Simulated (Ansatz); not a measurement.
# HO2 (doublet): geometry optimisation

Aim: relax a generated start of HO2 (doublet) and see which bonds hold.

Computed with Ansatz 0.2.0, Gaussian basis. Level: UKS PBE0/def2-TZVP.

## Step 1: The system as given

3 atoms, charge 0, spin multiplicity 2.

Atoms are counted from 1 here; the program's logs count them from 0.

Bond lengths: O1–O2 1.303 Å, O1–H3 0.983 Å. Angles: O2–O1–H3 108.4°.

As a file:

```
atom     x (Å)     y (Å)     z (Å)
  O1  -0.61353  -0.10609  -0.00219
  O2   0.67896   0.05693   0.00221
  H3  -1.03863   0.78032  -0.00020
```

The start was built by rule and, where that kept it together, relaxed with GFN2-xTB. Sticks and bond lists go by distance. 

## Step 2: Relaxation

Contents of in.yaml:

```yaml
crystal:
  periodic: [false, false, false]
  atoms:
    - {symbol: O, position_ang: [-0.613528, -0.106093, -0.002195]}
    - {symbol: O, position_ang: [0.678960, 0.056934, 0.002208]}
    - {symbol: H, position_ang: [-1.038626, 0.780320, -0.000200]}
basis:
  gaussian: {orbitals: def2-TZVP}
magnetization: {spin_polarized: true, initial_magnetization: 1}
hamiltonian: {xc: pbe0}
relax: {f_tol: 0.004, max_steps: 80}
```

Run with:

```sh
$ ansatz run in.yaml --threads 1 --pin off --events-out ev --progress --plain --max-ram 1740MiB
```

**Question.** What will these runs give? Wanted: energy gained; shift from the start; total energy; dipole moment; ⟨S²⟩.

As calculated:

| quantity | value |
| --- | --- |
| steps | 5 |
| energy gained | 0.008 eV |
| shift from the start (rms) | 0.016 Å |
| total energy | -4103.9363 eV |
| dipole moment | 2.28 D |
| ⟨S²⟩ | 0.754 |

In words: The bonds of the start are those of the end. O1–H3 went from 0.983 to 0.975 Å. No vibrations were run, so this is a stationary point, not a proven minimum, and this spin need not be the ground state's.
